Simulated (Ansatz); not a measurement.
A nudged elastic band was laid between two geometries of BH3O + H2S (8 atoms, charge 0, multiplicity 1).

These are results of Ansatz 0.2.0, RKS PBE0/def2-mTZVP, not measurements.

```json
{
  "movable images": "5",
  "climbing image": "yes",
  "spring": "5.0 eV/Å²",
  "optimiser": "quadratic models (default)",
  "start path": "through a guess of the saddle point",
  "force threshold": "0.05 eV/Å",
  "iteration limit": "60",
  "end points": "relaxed"
}
```

Image 0:

```xyz
8
Properties=species:S:1:pos:R:3
B -0.019 -0.271 0.227
O -0.436 -0.946 1.327
H -1.388 -1.089 1.338
H 1.159 -0.098 0.123
H -0.790 0.028 -0.641
S -0.130 2.566 1.364
H 1.077 2.849 0.827
H 0.419 1.990 2.456
```

Image 6:

```xyz
8
Properties=species:S:1:pos:R:3
B 0.065 0.489 0.227
O -0.213 -0.234 1.758
H -0.996 -0.800 1.695
H 1.134 0.062 -0.088
H -0.891 0.135 -0.409
S -0.017 2.325 0.597
H 1.278 2.518 0.939
H -0.467 0.533 2.302
```

Question: Which bonds break or form, and what moves?

Answer: Bonds broken: S6–H8. Bonds formed: B1–S6, O2–H8. BH3O + H2S becomes BH5OS.

Question: Give the energies along the band, and the barrier.

Answer: The forces met the threshold. The highest image is number 4 of 0 to 6, 76.7 kJ/mol above the first end and 65.4 kJ/mol above the last; the last end lies 11.3 kJ/mol above the first. A vibrational analysis at the climbing image gives one clearly imaginary mode, 1209i cm⁻¹: a first-order saddle point. The orbitals stay closed-shell, which can raise the energy where a bond breaks towards radicals; this wasn't checked here.

```
image  path coordinate (Å)  energy (kJ/mol)  S6–H8 (Å)  B1–S6 (Å)  O2–H8 (Å)
    0                 0.00              0.0       1.35       3.06       3.26
    1                 0.59              0.4       1.35       3.07       3.02
    2                 1.18              3.0       1.35       2.90       2.59
    3                 1.76             22.8       1.36       2.49       2.02
    4                 2.35             76.7       1.56       2.07       1.35
    5                 2.82             23.0       2.08       1.93       1.00
    6                 3.28             11.3       2.51       1.87       0.97
```

Question: What is the geometry of the highest image?

Answer: 
```xyz
8
Properties=species:S:1:pos:R:3
B 0.078 0.243 0.264
O -0.236 -0.281 1.659
H -1.115 -0.679 1.687
H 1.213 0.051 -0.056
H -0.794 0.047 -0.534
S -0.095 2.213 0.870
H 1.188 2.385 1.260
H -0.348 1.050 1.870
```

Question: What are the harmonic wavenumbers there?

Answer: 1209i, 286, 424, 486, 578, 648, 824, 887, 897, 1073, 1137, 1208, 1300, 1528, 2560, 2645, 2694, 3859 cm⁻¹.

Time of the run: 98 s on 2 threads of Arm Neoverse V2 (shared host), peak memory 0.14 GiB.
